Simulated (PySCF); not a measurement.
## Name the molecule from its bond curve

A diatomic of charge 0 contains Si. Its doublet curve at revPBE in a triple-zeta basis (no relativity, PySCF), in eV from the separated fragments:

```csv
R (Å),E (eV)
1.318,-2.576
1.380,-2.836
1.441,-2.992
1.487,-3.055
1.533,-3.080
1.579,-3.075
1.640,-3.030
1.717,-2.927
1.809,-2.757
1.932,-2.483
```

The fit gives ωe = 1947 cm⁻¹ and the rotational constant Bₑ = 7.243 cm⁻¹.

Which atom is the partner?

The minimum lies at 1.547 Å, so the reduced mass is 16.8576 u Å² cm⁻¹/(Bₑ·Re²) = 0.9725 u. With Si at 27.98 u the partner weighs about 1.0 u: H. The molecule is SiH.

The state is the lowest determinant that a PBE0 search found; another state may lie lower at other levels.
